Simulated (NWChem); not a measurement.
**C2H6S (dimethyl sulfide): levels of theory compared**

Wanted: a comparison of 6 runs (HF/cc-pVDZ, HF/def2-SVP, B3LYP/6-31G*, TPSS/6-311+G**, MP2/6-31G*, MP2/6-31+G*) of C2H6S (dimethyl sulfide). 

The calculation is run with NWChem 7.3.0.

1 further run of the same task is left out (set aside as unsound or not needed).

### 1 The system as given

The species is C2H6S (9 atoms), meant as a singlet with charge 0. SMILES: `CSC`. Geometry: relaxed at PBE0-D4/def2-TZVP.

Bond lengths: C1–S2 1.795 Å, S2–C3 1.795 Å, C1–H4 1.092 Å, C1–H5 1.090 Å, C1–H6 1.092 Å, C3–H7 1.092 Å, C3–H8 1.090 Å, C3–H9 1.092 Å. Some angles: C1–S2–C3 99.4°, S2–C1–H4 111.2°, S2–C1–H5 107.2°, S2–C1–H6 111.2°, S2–C3–H7 111.2°, S2–C3–H8 107.2°, S2–C3–H9 111.2°, H4–C1–H5 108.7°, H4–C1–H6 109.7°, H5–C1–H6 108.7°.

### 2 Energy and forces at HF/cc-pVDZ (run 1)

Contents of c2h6s.nw:

```
start c2h6s
memory stack 880 mb heap 220 mb global 1100 mb
geometry noautosym nocenter noautoz
  C    -0.474900    1.046900   -0.732500
  S     0.826500   -0.185400   -0.836000
  C     0.522600   -1.063400    0.700100
  H    -1.461300    0.579200   -0.706700
  H    -0.404700    1.666000   -1.627400
  H    -0.347400    1.684100    0.145100
  H    -0.474300   -1.508800    0.710500
  H     1.262800   -1.861300    0.767400
  H     0.639300   -0.403800    1.562500
end
basis spherical bse
  C library cc-pVDZ
  S library cc-pVDZ
  H library cc-pVDZ
end
scf
  singlet
  rhf
  thresh 1e-08
  maxiter 80
end
task scf gradient
```

Command:

```sh
nwchem c2h6s.nw > c2h6s.out
```

The program printed:

```text
[...]
  functions       =    76
[...]
  wavefunction    = RHF
[...]
         Total SCF energy =   -476.758321593032
      One-electron energy =   -876.986374248884
      Two-electron energy =    288.830978689497
 Nuclear repulsion energy =    111.397073966355
        Time for solution =     17.4s
[...]
                         RHF ENERGY GRADIENTS
    atom               coordinates                        gradient
                 x          y          z           x          y          z
   1 C      -0.897431   1.978354  -1.384224    0.005386  -0.006323   0.001132
   2 S       1.561859  -0.350355  -1.579811   -0.005142   0.001126   0.005250
   3 C       0.987571  -2.009535   1.322997   -0.000051   0.005129  -0.006638
   4 H      -2.761457   1.094529  -1.335469   -0.000818  -0.000427  -0.000048
   5 H      -0.764772   3.148283  -3.075340    0.000483  -0.000012  -0.000620
   6 H      -0.656491   3.182488   0.274199    0.000176   0.000573   0.000731
   7 H      -0.896297  -2.851219   1.342650   -0.000792  -0.000410  -0.000057
   8 H       2.386346  -3.517347   1.450176    0.000584  -0.000230  -0.000470
   9 H       1.208102  -0.763071   2.952697    0.000174   0.000572   0.000718
[...]
```

Wall time 23 s (1 thread of Intel Xeon Platinum 8488C (Sapphire Rapids), shared host); peak memory 0.1 GiB.

### 3 Energy and gradient at HF/def2-SVP (run 2)

Contents of struct.nw:

```
start struct
memory 2200 mb

geometry noautosym nocenter noautoz
  C       -0.474900       1.046900      -0.732500
  S        0.826500      -0.185400      -0.836000
  C        0.522600      -1.063400       0.700100
  H       -1.461300       0.579200      -0.706700
  H       -0.404700       1.666000      -1.627400
  H       -0.347400       1.684100       0.145100
  H       -0.474300      -1.508800       0.710500
  H        1.262800      -1.861300       0.767400
  H        0.639300      -0.403800       1.562500
end

basis "ao basis" spherical bse
  C library def2-SVP
  S library def2-SVP
  H library def2-SVP
end

scf
  thresh 1e-08
  maxiter 80
end

task scf gradient
```

Command:

```sh
nwchem struct.nw > struct.out
```

The program printed:

```text
[...]
  functions       =    76
[...]
  wavefunction    = RHF
[...]
         Total SCF energy =   -476.568553844940
      One-electron energy =   -876.686570088909
      Two-electron energy =    288.720942277614
 Nuclear repulsion energy =    111.397073966355
        Time for solution =      5.4s
[...]
                         RHF ENERGY GRADIENTS
    atom               coordinates                        gradient
                 x          y          z           x          y          z
   1 C      -0.897431   1.978354  -1.384224    0.003809  -0.004785   0.001200
   2 S       1.561859  -0.350355  -1.579811   -0.003711   0.000810   0.003788
   3 C       0.987571  -2.009535   1.322997   -0.000373   0.004011  -0.004766
   4 H      -2.761457   1.094529  -1.335469   -0.000987  -0.001014  -0.000049
   5 H      -0.764772   3.148283  -3.075340    0.000643   0.000164  -0.001057
   6 H      -0.656491   3.182488   0.274199    0.000593   0.000568   0.001178
   7 H      -0.896297  -2.851219   1.342650   -0.001246  -0.000396  -0.000466
   8 H       2.386346  -3.517347   1.450176    0.000966  -0.000525  -0.000587
   9 H       1.208102  -0.763071   2.952697    0.000306   0.001167   0.000757
[...]
```

It took 7.5 s on 1 thread of Intel Xeon Platinum 8488C (Sapphire Rapids), shared host; peak memory 0.1 GiB.

Run 3 isn't shown in full; the table further down has it.

### 4 Energy and forces at TPSS/6-311+G(d,p) (run 4)

Contents of sp.xyz:

```xyz
9
C2H6S
C     -0.474900     1.046900    -0.732500
S      0.826500    -0.185400    -0.836000
C      0.522600    -1.063400     0.700100
H     -1.461300     0.579200    -0.706700
H     -0.404700     1.666000    -1.627400
H     -0.347400     1.684100     0.145100
H     -0.474300    -1.508800     0.710500
H      1.262800    -1.861300     0.767400
H      0.639300    -0.403800     1.562500
```

Contents of run.py:

```python
from ase.io import read
from ase.calculators.nwchem import NWChem

mol = read('sp.xyz')

calc = NWChem(
    label='sp',
    theory='dft',
    memory='2200 mb',
    basis='6-311+G**',
    basispar='spherical bse',
    dft={'xc': 'xtpss03 ctpss03', 'mult': '1', 'grid': 'fine', 'convergence': 'energy 1e-08', 'iterations': '100', 'mulliken': None},
)
mol.calc = calc

forces = mol.get_forces()
print("Total energy (eV):", round(mol.get_potential_energy(), 6))
print("forces (eV/A):")
for s, f in zip(mol.symbols, forces):
    print(f"{s:2s} {f[0]:10.5f} {f[1]:10.5f} {f[2]:10.5f}")
print("dipole (e A):", mol.get_dipole_moment().round(4))
```

Command:

```sh
export ASE_NWCHEM_COMMAND="nwchem PREFIX.nwi > PREFIX.nwo"
python run.py
```

The program printed:

```text
Total energy (eV): -13009.301715
forces (eV/A):
C    -0.34335    0.33327    0.01789
S     0.56647   -0.12460   -0.57850
C    -0.07076   -0.24112    0.40757
H    -0.13262   -0.04345   -0.00082
H     0.00535    0.06705   -0.09379
H     0.00473    0.09215    0.10336
H    -0.12290   -0.06736    0.01522
H     0.07739   -0.08505    0.00941
H     0.01574    0.06911    0.11966
dipole (e A): [-0.2432  0.0537  0.2484]
```

The calculator wrote sp.nwi:

```
title "sp"

permanent_dir sp

scratch_dir sp

start sp

geometry units angstrom nocenter noautosym noautoz
  C  -4.7489999999999999e-01 1.0468999999999999e+00 -7.3250000000000004e-01
  S  8.2650000000000001e-01 -1.8540000000000001e-01 -8.3599999999999997e-01
  C  5.2259999999999995e-01 -1.0633999999999999e+00 7.0009999999999994e-01
  H  -1.4613000000000000e+00 5.7920000000000005e-01 -7.0669999999999999e-01
  H  -4.0470000000000000e-01 1.6659999999999999e+00 -1.6274000000000000e+00
  H  -3.4739999999999999e-01 1.6840999999999999e+00 1.4510000000000001e-01
  H  -4.7430000000000000e-01 -1.5087999999999999e+00 7.1050000000000002e-01
  H  1.2627999999999999e+00 -1.8613000000000000e+00 7.6739999999999997e-01
  H  6.3929999999999998e-01 -4.0379999999999999e-01 1.5625000000000000e+00
end

memory 2200 mb

basis spherical bse noprint
   * library 6-311+G**
end

dft
  xc xtpss03 ctpss03
  mult 1
  grid fine
  convergence energy 1e-08
  iterations 100
  mulliken
end

task dft gradient
```

sp.nwo:

```text
Northwest Computational Chemistry Package (NWChem) 7.3.0
             --------------------------------------------------------

           Job information
           ---------------

    nwchem branch   = 7.3.0
    use scalapack   = T
    input           = sp.nwi
    prefix          = sp.
    data base       = sp/sp.db
    status          = startup
    nproc           =        1

           Memory information
           ------------------

    heap     =     72089598 doubles =      550.0 Mbytes
    stack    =     72089595 doubles =      550.0 Mbytes
    global   =    144179200 doubles =     1100.0 Mbytes (distinct from heap & stack)
    total    =    288358393 doubles =     2200.0 Mbytes
    verify   = yes
    hardfail = no

[... 106 lines left out ...]
  convergence criterion.
[... 36 lines left out ...]
          Spatial weights used:  Erf1
[... 84 lines left out ...]
         Total DFT energy =     -478.083023882655
[... 3 lines left out ...]
 Nuclear repulsion energy =      111.397073966355
[... 849 lines left out ...]
          Convergence on gradient requested:  5.00D-04
[... 23 lines left out ...]
          total energy or number of iterations.
[... 26 lines left out ...]
                         DFT ENERGY GRADIENTS

    atom               coordinates                        gradient
                 x          y          z           x          y          z
   1 C      -0.897431   1.978354  -1.384224    0.006677  -0.006481  -0.000348
   2 S       1.561859  -0.350355  -1.579811   -0.011016   0.002423   0.011250
   3 C       0.987571  -2.009535   1.322997    0.001376   0.004689  -0.007926
[... 5 lines of this table left out ...]
   9 H       1.208102  -0.763071   2.952697   -0.000306  -0.001344  -0.002327

                 ----------------------------------------
                 |  Time  |  1-e(secs)   |  2-e(secs)   |
                 ----------------------------------------
                 |  CPU   |       0.01   |       3.44   |
                 ----------------------------------------
                 |  WALL  |       0.01   |       3.44   |
                 ----------------------------------------

 Task  times  cpu:       31.0s     wall:       31.0s
 Total times  cpu:       31.0s     wall:       31.0s
```

Wall time 32 s (1 thread of Intel Xeon Platinum 8488C (Sapphire Rapids), shared host); peak memory 0.13 GiB.

Run 5 isn't shown in full; the table further down has it.

### 5 Energy and forces at MP2/6-31+G(d) (spherical functions) (run 6)

Contents of input.nw:

```
START input
TITLE "C2H6S"
memory stack 880 mb heap 220 mb global 1100 mb

GEOMETRY units angstrom noautosym nocenter noautoz
  C     -0.474900     1.046900    -0.732500
  S      0.826500    -0.185400    -0.836000
  C      0.522600    -1.063400     0.700100
  H     -1.461300     0.579200    -0.706700
  H     -0.404700     1.666000    -1.627400
  H     -0.347400     1.684100     0.145100
  H     -0.474300    -1.508800     0.710500
  H      1.262800    -1.861300     0.767400
  H      0.639300    -0.403800     1.562500
END

BASIS spherical bse
  * library 6-31+G*
END

SCF
  thresh 1e-08
  maxiter 80
  print low
END

MP2
  freeze core 7
  tight
END

TASK mp2 gradient
```

Command:

```sh
nwchem input.nw > input.out
```

The program printed:

```text
[...]
  functions       =    70
[...]
  wavefunction    = RHF
[...]
         Total SCF energy =   -476.734139135982
      One-electron energy =   -876.848291139490
      Two-electron energy =    288.717078037153
 Nuclear repulsion energy =    111.397073966355
        Time for solution =      7.7s
[...]
          Total MP2 energy          -477.120289681785
[...]
                         mp2 ENERGY GRADIENTS
    atom               coordinates                        gradient
                 x          y          z           x          y          z
   1 C      -0.897431   1.978354  -1.384224    0.001365  -0.000690  -0.000913
   2 S       1.561859  -0.350355  -1.579811   -0.005310   0.001163   0.005421
   3 C       0.987571  -2.009535   1.322997    0.000937   0.000167  -0.001490
   4 H      -2.761457   1.094529  -1.335469    0.001500  -0.000004  -0.000066
   5 H      -0.764772   3.148283  -3.075340    0.000632  -0.001356   0.000929
   6 H      -0.656491   3.182488   0.274199    0.000374  -0.001107  -0.000909
   7 H      -0.896297  -2.851219   1.342650    0.001154   0.000797  -0.000607
   8 H       2.386346  -3.517347   1.450176   -0.000652   0.001355  -0.000910
   9 H       1.208102  -0.763071   2.952697    0.000001  -0.000325  -0.001454
[...]
```

Wall time 21 s (1 thread of Intel Xeon Platinum 8488C (Sapphire Rapids), shared host); peak memory 0.17 GiB.

### 6 Overview of the runs

```
run                               level  Cartesian functions  iteration cap  energy (Eh)  dipole moment (D)  HOMO energy (eV)  LUMO energy (eV)  wall time
  1                          HF/cc-pVDZ                   no             80  -476.758322               1.64             -9.04              4.86       23 s
  2                         HF/def2-SVP                   no             80  -476.568554               1.66             -9.05              4.71      7.5 s
  3  B3LYP/6-31G* (Cartesian functions)                  yes            100  -478.013061               1.70             -5.87              1.35       24 s
  4                      TPSS/6-311+G**                   no            100  -478.083024               1.69             -5.18             -0.08       32 s
  5    MP2/6-31G* (spherical functions)                   no             80  -477.115471               1.74             -9.08              5.36       15 s
  6   MP2/6-31+G* (spherical functions)                   no             80  -477.120290               1.78                 –                 –       21 s
```

### 7 Results

```
                                                      quantity          value
                                           run 6: total energy  -477.12029 Eh
run 6: dipole moment (of the density that the program reports)         1.78 D
            run 6: correlation energy (7 core orbitals frozen)     -386.2 mEh
                               run 6: largest force on an atom     0.395 eV/Å
```

In words: The dipole moment (its size) runs from 1.64 D (HF/cc-pVDZ) to 1.78 D (MP2/6-31+G*). The two ends differ in method and basis. Over runs 1, 2, 3, 4 the HOMO–LUMO gap runs from 5.10 eV (TPSS/6-311+G**) to 13.89 eV (HF/cc-pVDZ). Totals of different functionals can't be ranked against each other. All runs together took 2 min, the longest 32 s.
